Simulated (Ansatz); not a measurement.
Results of r²SCAN+SOC (Ansatz, a program for electronic structure, PAW) for rutile SnO2.

Numerical settings: plane-wave cutoff 560 eV, 8×8×10 k mesh (along the axes of the cell as run), Fermi–Dirac smearing 0.01 eV, PAW data made under PBE.

On both sides of the equilibrium volume: at 11.842 Å³/atom the pressure is 4.32 GPa and the direct gap at Γ 2.001 eV; at 12.325 Å³/atom they are -3.82 GPa and 1.568 eV. The fitted bulk modulus is 203 GPa.

Work out the volume deformation potential of this gap and its pressure coefficient, in two ways.

a_V = dE_g/d ln V = (1.568 − 2.001)/ln(12.325/11.842) = -10.83 eV. Since dP = −B d ln V, dE_g/dP = −a_V/B = 53 meV/GPa. Straight from the pressures: (2.001 − 1.568)/(4.32 − (-3.82)) = 53 meV/GPa. At this level and over this range the gap at Γ widens under pressure.
